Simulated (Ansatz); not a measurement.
## Worked example: building the atomization energy of CH₄S, singlet

Measured: the G2/97 heats of formation, with zero-point and thermal terms from B3LYP taken off, give an electronic atomization energy of 473.6 kcal/mol (Curtiss et al., J. Chem. Phys. 106, 1063 (1997); Staroverov et al., J. Chem. Phys. 119, 12129 (2003)). The calculation below tries to reproduce it.

Geometry (MP2(full)/6-31G*, from the G2/97 set):

```xyz
6

C    -0.0261    1.2273    0.0000
S    -0.0261   -0.5871    0.0000
H     1.3049   -0.7455    0.0000
H    -1.0708    1.5392    0.0000
H     0.4541    1.6290    0.8923
H     0.4541    1.6290   -0.8923
```

Atomization energies (atoms less molecule, kcal/mol) from Ansatz 0.2.0, frozen cores, restricted molecule, unrestricted atoms (their steps beyond CCSDT(Q) from restricted open-shell runs), sets cc-pV(D+d)Z, cc-pV(T+d)Z, cc-pV(Q+d)Z:

```tsv
level	DZ	TZ	QZ
HF	344.51	350.37	350.96
CCSD(T)	439.34	462.67	469.79
CCSDT	439.38	462.39	–
CCSDT(Q)	439.65	462.73	–
CCSDTQ	439.64	–	–
```

Task: Extrapolate Hartree–Fock with exp(−5.46 √X) and the CCSD(T) correlation part with X⁻³ (X = 3, 4), add each higher step from the largest set that has it, and compare with the measured value.

Result: Hartree–Fock: 350.96 + (350.96 − 350.37) × 0.301 = 351.14.
Correlation: TZ 112.30, QZ 118.83; (64 × 118.83 − 27 × 112.30) / 37 = 123.60.
Full triples (TZ): 462.39 − 462.67 = -0.28.
(Q) (TZ): 462.73 − 462.39 = 0.34.
Full quadruples (DZ): 439.64 − 439.65 = -0.01.
Sum: 474.8 kcal/mol, 1.2 above the measured 473.6.

The steps beyond CCSD(T) add 0.05 kcal/mol, while going from QZ to the limit adds 4.95. Core correlation, scalar relativity, spin–orbit terms and the relaxation from this MP2 geometry are missing from the sum, and the measured value has its own uncertainty.
